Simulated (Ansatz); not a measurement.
We consider litharge PbO, described by r²SCAN (plane waves, PAW; Ansatz, a first-principles code).

Rigid layers of the crystal as relaxed at this level are moved apart or together:

| run | k mesh | layer repeat (Å) | energy against free layers (meV/Å²) | gap on the mesh (eV) |
|---|---|---|---|---|
| 1 | 8×8×8 | 4.72 | -3.14 | 1.283 |
| 2 | 8×8×8 | 4.87 | -5.66 | 1.407 |
| 3 | 8×8×8 | 5.02 | -7.19 | 1.539 |
| 4 | 8×8×8 | 5.22 | -8.10 | 1.729 |
| 5 | 8×8×6 | 5.52 | -7.98 | 2.025 |
| 6 | 8×8×6 | 6.02 | -6.09 | 2.263 |
| 7 | 8×8×6 | 7.02 | -2.33 | 2.336 |
| 8 | 8×8×4 | 9.02 | -0.14 | 2.787 |

The lowest energy of these points lies at a layer repeat of 5.22 Å.

Spin–orbit coupling is not included.

Note: the cell comes from a level without a dispersion term, which matters for the spacing of layers, chains or molecules.
